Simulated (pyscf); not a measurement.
This saddle point was located with ωB97X-D3(BJ)/def2-SVP in PySCF.

```
C
C 1 1.3424
H 1 1.0957 2 120.54
H 2 1.0958 1 122.44 3 -2.03
H 2 1.0966 4 116.72 1 179.48
H 1 1.3761 3 120.23 2 137.20
B 6 1.3174 1 79.85 3 98.51
N 7 1.3668 6 71.95 1 148.70
H 8 1.0227 7 119.83 6 -42.45
H 7 1.2076 6 136.88 1 -82.27
```

Surface: singlet, charge 0. Lowest wavenumbers (cm⁻¹): 1440i, 197, 246, 470, 595.

Which two sides does it connect, and which bonds change?

HB=NH + ethylene (H₂C=CH₂) ⇌ H₂C=CH–BH–NH₂, an addition across a multiple bond or ene-type step read from left to right: C–H broken and B–C, H–N formed. At CCSD(T)/def2-TZVPP + ΔMP2(QZVPP) it lies +212.6 kJ/mol from the left side and +368.3 kJ/mol from the right (each side as separated species at their lowest minima found). On the product side the descent ends in a point that may be a rotor saddle (no frequency run), 6.9 kJ/mol over the lowest minimum found and 371.5 kJ/mol under the saddle at ωB97X-D3(BJ)/def2-TZVP. At the saddle there is also a short B–H contact that neither side keeps. The same reactants have a lower exit, to H₃C–CH₂–B=NH (barrier +170.3 kJ/mol at ωB97M-D3(BJ)/def2-TZVP, against +213.4 kJ/mol here). This is the saddle that the search found; another between the same sides may lie lower. The CCSD(T) − MP2 part came from Ansatz, without density fitting, on the same reference.
